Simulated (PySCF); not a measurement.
C4H6O.
Z-matrix (Å and degrees, PBE0-D3(BJ)/def2-SVP geometry), rows numbered from 1:
```
C 
C   1  1.4727
C   2  1.3121  1  150.48
C   3  1.4810  2   63.88  1  -178.74
O   4  1.3966  2  122.24  3  -108.71
H   1  1.1023  2  110.14  3  -116.96
H   1  1.1014  2  110.35  3   125.67
H   1  1.0996  2  112.07  3     4.19
H   3  1.0897  2  148.67  4   178.57
H   4  1.1005  2  121.49  3   107.95
H   5  0.9641  4  107.56  2    36.77
```

Method used: PySCF, PBE0-D3(BJ)/def2-SVP geometry optimisation, gas phase.

Masses are those of the commonest isotopes; rigid-rotor values at the optimised geometry. The values belong to one conformer with, in the numbering `[CH3:1][C:2]1=[CH:3][C@@H:4]1[OH:5]`, C3–C4–O5–H -26°.

(1) What are A, B and C (MHz)?

(2) What kind of rotor is it?

(3) What does the inertial defect say?

(4) Where do the levels up to J = 3 lie, in cm⁻¹?

(5) Which lines would a microwave search look for?

(6) Estimate the classical rotational partition function at 25 K, 50 K and 298.15 K.

Results:

(1) Ia = 47.81, Ib = 132.47, Ic = 161.69 u·Å²; 505379 MHz·u·Å²/I gives A = 10570, B = 3815, C = 3126 MHz.

(2) An asymmetric top. Ray's parameter κ = (2B − A − C)/(A − C) = -0.815; −1 is the prolate and +1 the oblate limit.

(3) Not planar: Δ = Ic − Ia − Ib = -18.60 u·Å². For a rigid frame Δ = −2 Σ m c², so Σ m c² = 9.30 u·Å² lies off the ab plane: 5.61 from hydrogen and 3.69 from heavier atoms. The atom farthest from that plane is 1.54 Å away.

(4) Above 0(0,0):
J = 1: 1(0,1) 0.2315, 1(1,1) 0.4569, 1(1,0) 0.4798
J = 2: 2(0,2) 0.6929, 2(1,2) 0.8969, 2(1,1) 0.9659, 2(2,1) 1.6419, 2(2,0) 1.6436
J = 3: 3(0,3) 1.3808, 3(1,3) 1.5559, 3(1,2) 1.6938, 3(2,2) 2.3364, 3(2,1) 2.3447, 3(3,1) 3.5216, 3(3,0) 3.5217

(5) The dipole components are |μa| = 2.02 D, |μb| = 0.46 D, |μc| = 0.95 D. Intensities carry the squares of the components, which stand as 1.00 : 0.05 : 0.22 (a : b : c). Some lines, for components of 0.1 D or more:

```tsv
type	branch	J(Ka,Kc)	MHz	lower level (cm⁻¹)
a	Q	1(1,0) ← 1(1,1)	689	0.457
a	Q	2(1,1) ← 2(1,2)	2068	0.897
c	Q	1(1,1) ← 1(0,1)	6756	0.232
b	R	2(0,2) ← 1(1,1)	7075	0.457
b	Q	2(1,1) ← 2(0,2)	8184	0.693
a	R	2(1,2) ← 1(1,1)	13192	0.457
b	R	1(1,1) ← 0(0,0)	13696	0.000
c	R	1(1,0) ← 0(0,0)	14385	0.000
a	R	2(1,1) ← 1(1,0)	14570	0.480
b	R	2(1,2) ← 1(0,1)	19947	0.232
b	Q	2(2,0) ← 2(1,1)	20317	0.966
c	R	2(1,1) ← 1(0,1)	22015	0.232
b	Q	2(2,1) ← 2(1,2)	22335	0.897
b	R	2(2,0) ← 1(1,1)	35576	0.457
```

(6) Point group C1, symmetry number σ = 1; q = (√π/σ)·√((kT/h)³/(ABC)), k/h = 20836.6 MHz/K: 1880 at 25 K, 5310 at 50 K, 77300 at 298.15 K.

No frequency check. No vibrational averaging or centrifugal distortion is included, and the geometry carries the error of its method. A rigid rotor knows nothing of internal rotation, which can split or shift real lines.

On Arm Neoverse V2, one thread, no GPU, shared host, this took 26 s wall. These figures are those of the optimisation.
